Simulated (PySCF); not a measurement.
Which element holds O most strongly?

PBE0 in PySCF with def2-TZVP on every atom, for the lowest determinant that a PBE0 search found; no spin–orbit coupling. D0 is De less the harmonic zero-point energy.

| M | state (unpaired electrons) | Re (Å) | ωe (cm⁻¹) | D0(MO) (eV) |
| --- | --- | --- | --- | --- |
| B | doublet (σ ↑) | 1.201 | 1934 | 8.34 |
| Al | doublet (σ ↑) | 1.620 | 968 | 4.98 |
| C | singlet (closed shell) | 1.123 | 2240 | 10.94 |
| P | doublet (π ↑) | 1.474 | 1288 | 5.91 |
| Si | singlet (closed shell) | 1.509 | 1276 | 7.82 |

**Question.** Order the elements by D0 and give the energy of PO + Si → SiO + P.

**Answer.** C > B > Si > P > Al; ΔE = 5.91 − 7.82 = -1.91 eV at PBE0/def2-TZVP. Close neighbours can swap at other levels.

States were picked by a PBE0 search and need not be the measured ground states.
